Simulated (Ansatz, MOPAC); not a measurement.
Barrier height from H + H2S (SMILES S) to the transition structure H3S, without zero-point energy, on the benchmark's geometries as Psi4's copy of the set gives them.
Transition structure (charge 0, multiplicity 2):
```xyz
4

H      1.26210    -0.22010     0.00000
S      0.00000     0.22315     0.00000
H     -0.50058    -1.11545     0.00000
H     -0.76152    -2.23491     0.00000
```
Reactant (charge 0, multiplicity 1):
```tsv
atom	x (Å)	y (Å)	z (Å)
S	0.0000	0.0000	0.1025
H	0.0000	0.9662	-0.8202
H	0.0000	-0.9662	-0.8202
```

Open shells are unrestricted; no spin–orbit coupling.

Correlated levels freeze the cores. CBS: X⁻³ extrapolation of the correlation energy, Hartree–Fock from the larger set. The state that PM6, PM7 reach isn't checked; PM7 holds dispersion and hydrogen-bond terms.

Programs: Ansatz (a program for electronic structure) with Gaussian orbitals; MOPAC for PM6, PM7 (differences of heats of formation). Each number belongs to the level named beside it.

| level | barrier height (kJ/mol) |
|---|---|
| PM6 | -64.3 |
| PM7 | -54.6 |
| HF/cc-pVDZ | 47.9 |
| HF/aug-cc-pV(T+d)Z | 49.6 |
| revPBE/def2-TZVPPD | -1.2 |
| wB97M-V/def2-TZVPPD | 16.8 |
| B2PLYP/def2-TZVPPD | 8.4 |
| MP2/aug-cc-pV(T+d)Z | ? |
| CCSD(T)/CBS(aug-cc-pV(D+d)Z, aug-cc-pV(T+d)Z) | ? |

Problem. What belongs in the gaps?

Solution. 
- MP2/aug-cc-pV(T+d)Z, barrier height (kJ/mol): 27.4
- CCSD(T)/CBS(aug-cc-pV(D+d)Z, aug-cc-pV(T+d)Z), barrier height (kJ/mol): 15.0
